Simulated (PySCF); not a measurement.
PySCF input (TPSSh/def2-TZVPD):

```python
from pyscf import gto, scf, dft

mol = gto.M(
    atom='''
    C    -0.01834054   -0.04095923   -1.20035978
    C     0.00307410    0.01730012    0.18214472
    N     0.02261523    0.11860536    1.35580394
    H     0.88544576   -0.36826819   -1.70388387
    H    -0.95215375   -0.32001471   -1.67745335
    ''',
    basis='def2-tzvpd',
    charge=-1,
    spin=0,
    verbose=4,
)

mf = dft.RKS(mol, xc='tpssh').density_fit(auxbasis='def2-universal-jkfit')
mf.grids.level = 3
mf.conv_tol = 1e-9
mf.max_cycle = 100
mf.max_memory = 1500
mf.kernel()
if not mf.converged:
    mf = mf.newton()
    mf.kernel(mf.make_rdm1())
mf.analyze()
```

End of the output:

```
Extra cycle  E= -132.201003573775  delta_E= 1.28e-11  |g|= 1.49e-05  |ddm|= 0.000143
converged SCF energy = -132.201003573775
**** SCF Summaries ****
Total Energy =                        -132.201003573775438
Nuclear Repulsion Energy =              52.748808512255899
One-electron Energy =                 -287.190040326538565
Two-electron Energy =                  102.240228240507221
Two-electron Coulomb Energy =          120.905724371051605
DFT Exchange-Correlation Energy =      -18.665496130544383
HOMO-LUMO gap [eV] =                     3.202627198798038
**** MO energy ****
MO #1   energy= -13.9901892222973  occ= 2
MO #2   energy= -9.9098649881245   occ= 2
MO #3   energy= -9.87168441003389  occ= 2
MO #4   energy= -0.630880604627791 occ= 2
MO #5   energy= -0.470376993544384 occ= 2
MO #6   energy= -0.241789176664803 occ= 2
MO #7   energy= -0.198836143623836 occ= 2
MO #8   energy= -0.114706068416401 occ= 2
MO #9   energy= -0.106669743827069 occ= 2
MO #10  energy= -0.0745004137455092 occ= 2
MO #11  energy= 0.0454651095664502 occ= 2
MO #12  energy= 0.163159489281036  occ= 0
MO #13  energy= 0.197945917048334  occ= 0
MO #14  energy= 0.220027409125568  occ= 0
MO #15  energy= 0.260428199485171  occ= 0
MO #16  energy= 0.261826995332559  occ= 0
MO #17  energy= 0.265957144632152  occ= 0
MO #18  energy= 0.288973139722222  occ= 0
MO #19  energy= 0.318526996635196  occ= 0
MO #20  energy= 0.33498639484191   occ= 0
MO #21  energy= 0.335011821198766  occ= 0
MO #22  energy= 0.337025493572501  occ= 0
MO #23  energy= 0.348542131172645  occ= 0
MO #24  energy= 0.370535790290054  occ= 0
MO #25  energy= 0.40409549422031   occ= 0
MO #26  energy= 0.415756973043065  occ= 0
MO #27  energy= 0.435778224911016  occ= 0
MO #28  energy= 0.438505561732255  occ= 0
MO #29  energy= 0.466303164857631  occ= 0
MO #30  energy= 0.484391642634162  occ= 0
MO #31  energy= 0.495928656737065  occ= 0
MO #32  energy= 0.498843957306154  occ= 0
MO #33  energy= 0.517519227665671  occ= 0
MO #34  energy= 0.533669125515041  occ= 0
MO #35  energy= 0.565321201158437  occ= 0
MO #36  energy= 0.568954777672603  occ= 0
MO #37  energy= 0.592751272815402  occ= 0
MO #38  energy= 0.641271034601053  occ= 0
MO #39  energy= 0.641387654350237  occ= 0
MO #40  energy= 0.655552134028944  occ= 0
MO #41  energy= 0.670939191395547  occ= 0
MO #42  energy= 0.695666523549224  occ= 0
MO #43  energy= 0.72271116922369   occ= 0
MO #44  energy= 0.726513979044231  occ= 0
MO #45  energy= 0.744235642972938  occ= 0
MO #46  energy= 0.755948277932042  occ= 0
MO #47  energy= 0.813730193655484  occ= 0
MO #48  energy= 0.871322064944579  occ= 0
MO #49  energy= 0.873207522203834  occ= 0
MO #50  energy= 0.886405566998176  occ= 0
MO #51  energy= 0.916648442575876  occ= 0
MO #52  energy= 0.925810198602393  occ= 0
MO #53  energy= 0.931349305587389  occ= 0
MO #54  energy= 0.987435371448491  occ= 0
MO #55  energy= 1.04421399495729   occ= 0
MO #56  energy= 1.07393497659071   occ= 0
MO #57  energy= 1.13277791495942   occ= 0
MO #58  energy= 1.14981964628935   occ= 0
MO #59  energy= 1.17644300844993   occ= 0
MO #60  energy= 1.26942489954104   occ= 0
MO #61  energy= 1.30114497728872   occ= 0
MO #62  energy= 1.47624263605398   occ= 0
MO #63  energy= 1.49000350270557   occ= 0
MO #64  energy= 1.51086656105071   occ= 0
MO #65  energy= 1.65007941455911   occ= 0
MO #66  energy= 1.65229711582225   occ= 0
MO #67  energy= 1.71787737535293   occ= 0
MO #68  energy= 1.7554894612119    occ= 0
MO #69  energy= 1.83164320401056   occ= 0
MO #70  energy= 1.8425449375068    occ= 0
MO #71  energy= 1.96494894783583   occ= 0
MO #72  energy= 2.01174319843832   occ= 0
MO #73  energy= 2.02241224925889   occ= 0
MO #74  energy= 2.03290335399231   occ= 0
MO #75  energy= 2.05369858527642   occ= 0
MO #76  energy= 2.13156847816597   occ= 0
MO #77  energy= 2.18518670036273   occ= 0
MO #78  energy= 2.21748806060148   occ= 0
MO #79  energy= 2.31822780163216   occ= 0
MO #80  energy= 2.52920084660501   occ= 0
MO #81  energy= 2.55209034743566   occ= 0
MO #82  energy= 2.62570320812481   occ= 0
MO #83  energy= 2.6563284088828    occ= 0
MO #84  energy= 2.76559402799071   occ= 0
MO #85  energy= 2.77398452598277   occ= 0
MO #86  energy= 2.83498250653158   occ= 0
MO #87  energy= 2.86972595730134   occ= 0
MO #88  energy= 2.8826867253232    occ= 0
MO #89  energy= 2.88577682703254   occ= 0
MO #90  energy= 2.98271723297315   occ= 0
MO #91  energy= 3.01336620939221   occ= 0
MO #92  energy= 3.09459425787869   occ= 0
MO #93  energy= 3.16380338360313   occ= 0
MO #94  energy= 3.17244964409042   occ= 0
MO #95  energy= 3.19272599397758   occ= 0
MO #96  energy= 3.30684554885578   occ= 0
MO #97  energy= 3.32205151379956   occ= 0
MO #98  energy= 3.365582502659     occ= 0
MO #99  energy= 3.38511849093262   occ= 0
MO #100 energy= 3.4845942270802    occ= 0
MO #101 energy= 3.51942645898508   occ= 0
MO #102 energy= 3.61269535497371   occ= 0
MO #103 energy= 3.76430026595425   occ= 0
MO #104 energy= 3.82539495728416   occ= 0
MO #105 energy= 3.83208720749549   occ= 0
MO #106 energy= 3.84994034469048   occ= 0
MO #107 energy= 3.91235861458693   occ= 0
[...]
```

It need not be the lowest isomer of its formula. Whether it binds its extra electron was not tested at this geometry.
